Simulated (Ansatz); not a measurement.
# C3H6F2: a ladder of functionals and wavefunction methods

How much do the methods differ for C3H6F2? The plan is to run it at one geometry with functionals of several rungs and with coupled cluster. The yardstick is the atomisation energy at the CCSD(T) limit.

Computed with Ansatz 0.2.0, Gaussian basis. Level: functionals in def2-TZVPP, the program's frozen cores in correlated methods.

The runs, in order: PBE-D4, r2SCAN-D4, PBE0-D4, B3LYP-D4, ωB97X-V, ωB97M-V, B2PLYP; CCSD(T)/def2-TZVPP; MP2/def2-QZVPP; extrapolation to the limit.

## (1) The geometry

All runs share one geometry, relaxed beforehand with PBE0-D4 in a triple-zeta def2 set.

SMILES `CC(F)CF`, 11 atoms, charge 0, spin multiplicity 1.

Atoms are counted from 1 here; the program's logs count them from 0.

Bond lengths: C1–C2 1.504 Å, C1–H6 1.092 Å, C1–H7 1.092 Å, C1–H8 1.091 Å, C2–F3 1.390 Å, C2–C4 1.515 Å, C2–H9 1.096 Å, C4–F5 1.380 Å, C4–H10 1.093 Å, C4–H11 1.094 Å. Angles: C2–C1–H6 109.7°, C2–C1–H7 110.4°, C2–C1–H8 110.6°, H6–C1–H7 108.7°, H6–C1–H8 108.7°, H7–C1–H8 108.8°, C1–C2–F3 109.7°, C1–C2–C4 113.6°, C1–C2–H9 110.8°, F3–C2–C4 106.1°, F3–C2–H9 107.2°, C4–C2–H9 109.1°, C2–C4–F5 109.2°, C2–C4–H10 110.3°, C2–C4–H11 110.5°, F5–C4–H10 108.6°, F5–C4–H11 108.6°, H10–C4–H11 109.5°.

## (2) PBE-D4 (GGA)

Input file in.yaml:

```yaml
crystal:
  periodic: [false, false, false]
  atoms:
    - {symbol: C, position_ang: [-1.089593, -0.544869, 0.457601]}
    - {symbol: C, position_ang: [0.331963, -0.055655, 0.480242]}
    - {symbol: F, position_ang: [1.192022, -1.127480, 0.688651]}
    - {symbol: C, position_ang: [0.772299, 0.590153, -0.817468]}
    - {symbol: F, position_ang: [0.033490, 1.736609, -1.028394]}
    - {symbol: H, position_ang: [-1.764372, 0.291475, 0.265665]}
    - {symbol: H, position_ang: [-1.222632, -1.289552, -0.330583]}
    - {symbol: H, position_ang: [-1.355121, -0.994933, 1.415055]}
    - {symbol: H, position_ang: [0.488390, 0.650066, 1.303614]}
    - {symbol: H, position_ang: [1.830040, 0.860709, -0.766847]}
    - {symbol: H, position_ang: [0.608715, -0.089523, -1.659534]}
basis:
  gaussian: {orbitals: def2-TZVPP}
hamiltonian: {xc: pbe, dispersion: d4}
output: {forces: true, orbitals: {seedname: orbitals}}
```

The run is started by

```
> ansatz run in.yaml --threads 4 --pin off --events-out ev --progress --plain --max-ram 10444MiB
```

Further steps of the session: r2SCAN-D4 (meta-GGA); PBE0-D4 (hybrid); B3LYP-D4 (hybrid); ωB97X-V (range-separated); ωB97M-V (range-separated); B2PLYP (double hybrid); CCSD(T) in def2-TZVPP; MP2 in def2-QZVPP.

**Question.** What will the summary of the whole plan be? Wanted: atomisation energy, CCSD(T)/CBS; farthest; mean size of error, hybrid; mean size of error, range-separated; gap, smallest and largest; T1 diagnostic; triples share of the correlation energy.

**Answer**, as computed:

| quantity | value |
| --- | --- |
| atomisation energy, CCSD(T)/CBS | 44.443 eV |
| functionals within 0.222 eV (0.5 %) | r2SCAN-D4, PBE0-D4, B3LYP-D4, ωB97X-V, ωB97M-V |
| farthest | PBE-D4 (+1.090 eV) |
| mean size of error, hybrid | 0.126 eV |
| mean size of error, range-separated | 0.101 eV |
| gap, smallest and largest | 8.04 eV (PBE-D4), 15.11 eV (ωB97X-V) |
| T1 diagnostic | 0.0104 |
| triples share of the correlation energy | 3.2 % |

What this shows: PBE-D4 misses by +1.090 eV. Double hybrids carry the basis error of their MP2 part in triple zeta, and no dispersion term here, so their miss is partly the set-up's. The reference freezes the cores and leaves out relativity and excitations past (T), so misses under about 0.222 eV can't be ranked. Hartree-Fock recovers 74 % of the binding; the rest is correlation. Orbital gaps span 8.0 to 15.1 eV; exact exchange widens them.
